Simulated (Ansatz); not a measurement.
Results of r²SCAN0 (Ansatz, a quantum-chemistry and plane-wave program, plane waves, PAW) for hcp Tl.

Settings: plane-wave cutoff 520 eV, 9×9×6 k mesh (along the axes of the cell as run), Fermi–Dirac smearing 0.05 eV, scalar-relativistic PAW data made under PBE.

Computed at the level's own relaxed cell.

What does this level give for the lattice constant a and lattice parameter c?


- lattice constant a: 3.498 Å
- lattice parameter c: 5.595 Å

Measured, for comparison: lattice constant a 3.457 Å, lattice parameter c 5.525 Å (293 K, not corrected to a static lattice; as tabulated in Wikipedia's data pages). Computed (rounded) less measured: lattice constant a +1.2 %, lattice parameter c +1.3 %.

Spin–orbit coupling is not included; it can shift volumes and moduli of such heavy elements.

The computed numbers hold no vibrational or temperature effects.

Computing time: very roughly 40 core-minutes.
